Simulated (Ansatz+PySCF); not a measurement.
Values are calculated unless marked as measured or tabulated.
## PySCF 2.14.0 run

```python
from pyscf import gto, scf, mp

# the (T+d) and (D+d) sets load through basis_set_exchange
mol = gto.M(atom="""
C -0.033920 0.000000 -0.832240
P 0.553780 0.000000 0.851000
H -0.045930 0.923970 -1.397520
H -0.045930 -0.923970 -1.397520
H -0.214000 -1.045090 1.388130
H -0.214000 1.045090 1.388130
""", basis={'C': 'cc-pvtz', 'H': 'cc-pvtz', 'P': 'cc-pv(t+d)z'}, charge=0, spin=1)
mf = scf.UHF(mol)
mf.kernel()
pt = mp.MP2(mf, frozen=6).run()
print(mf.e_tot, pt.e_corr, pt.e_tot)
```

The script is written out from the run's settings.

The run gave:

| Item | Value |
| --- | --- |
| Converged | yes |
| Reference energy | -380.91313 hartree |
| Correlation energy | -0.30515 hartree |
| Total energy | -381.21828 hartree |
| Spin squared of the determinant | 0.770 |
